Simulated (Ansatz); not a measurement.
Compare A (`C=C1N=C1O`) with its isomer B (`C#C/N=C/O`).

Isolated molecules relaxed with PBE0-D4/def2-TZVP in Ansatz; ΔE leaves out vibrations. CCSD(T)/CBS adds triple-zeta CCSD(T) − MP2 to the extrapolated MP2 energy (def2 sets, frozen cores). DFT in def2-TZVPP. B3LYP here is the variant with VWN-RPA as its local correlation; programs differ in this. One conformer a species, not always the lowest.

A:

```xyz
8

C    -0.3347   -0.0475    1.6450
C     0.0889    0.0786    0.4049
N     1.1615    0.5769   -0.4477
C     0.1510    0.0038   -0.9696
O    -0.3317   -0.3415   -2.1303
H     0.2554    0.3278    2.4703
H    -1.2804   -0.5297    1.8497
H     0.2900   -0.0683   -2.8222
```

B:

```xyz
8

C     1.810   -1.458   -0.038
C     1.026   -0.546   -0.078
N     0.242    0.528   -0.150
C    -0.999    0.445    0.093
O    -1.792    1.503    0.026
H     2.493   -2.271    0.000
H    -1.535   -0.462    0.373
H    -1.245    2.262   -0.226
```

Question: Which is lower in electronic energy at CCSD(T)/CBS, and by how much? (Estimate.)

Answer: Computed: B, by 55.3 kJ/mol.

Question: Give E(B) − E(A) in kJ/mol with HF/def2-TZVPP, PBE0-D4, B3LYP-D4, r2SCAN-D4, CCSD(T)/def2-SVP, MP2/def2-TZVPP, ωB97M-V. (Best estimate.)

Answer: The calculation gave: HF/def2-TZVPP -66.6, PBE0-D4 -37.9, B3LYP-D4 -58.9, r2SCAN-D4 -45.0, CCSD(T)/def2-SVP -52.4, MP2/def2-TZVPP -54.7, ωB97M-V -47.2. None reverses the order clearly.

Question: Does the order hold for the free energy at 298.15 K (harmonic terms from PBE0-D4)? (Best estimate.)

Answer: Computed: Yes: G(B) − G(A) = -56.6 kJ/mol, for one conformer each.

Largest T1 diagnostic: 0.015.

Leaving LDA and LC-ωPBE aside and taking each functional with its dispersion term where it has one, the values, not all of them listed here, spread over 24.6 kJ/mol, from BLYP-D4 to PBE0-D4. From PBE to PBE0 (25 % exact exchange), in def2-TZVPP and without D4, E(B) − E(A) moves by +3.0 kJ/mol.
